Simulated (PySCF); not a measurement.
Level of theory: TPSSh-D3(BJ)/def2-TZVP // B3LYP-D3(BJ)/def2-TZVP in PySCF 2.14.0. Isolated molecules, 0 K electronic values unless said otherwise. 

Reference species (SMILES): `[F][Al]([F])[F]` (neutral, multiplicity 1).

| Item | Result |
|---|---|
| HOMO–LUMO gap | 8.77 eV |
| LUMO | -1.80 eV |

Changed species: `[CH3][Al]([F])[F]` (1 of 3 F replaced by CH3; the reference has 0 of 3 F replaced by CH3).

Problem. What does the change do to the HOMO–LUMO gap and LUMO?

Solution. the HOMO–LUMO gap falls by 1.06 eV, to 7.71 eV; the LUMO increases by 0.97 eV, to -0.83 eV.
